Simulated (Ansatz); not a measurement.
Cartesian coordinates in Å:
```
F 1.719 -1.395 1.068
C 1.071 -0.403 0.470
N -0.132 -0.522 0.179
P -0.855 0.858 -0.601
H 1.739 0.447 0.305
H -1.516 0.125 -1.623
H -2.026 0.890 0.202
```

The species carries charge 0 and has multiplicity 1.

Problem. List the PBE0/def2-TZVPP orbital energies in eV (Ansatz 0.2.0). (Estimate.)

Solution. Ansatz gave: Occupied: -2101.65, -674.99, -391.83, -282.01, -180.40, -129.70, -129.65, -129.55, -35.11, -26.31, -19.15, -17.49, -15.63, -14.05, -13.24, -11.68, -11.56, -9.83, -9.25, -7.18. Lowest empty: -0.61, 0.04, 0.77, 1.38, 2.31, 3.28, 4.78, 4.93.
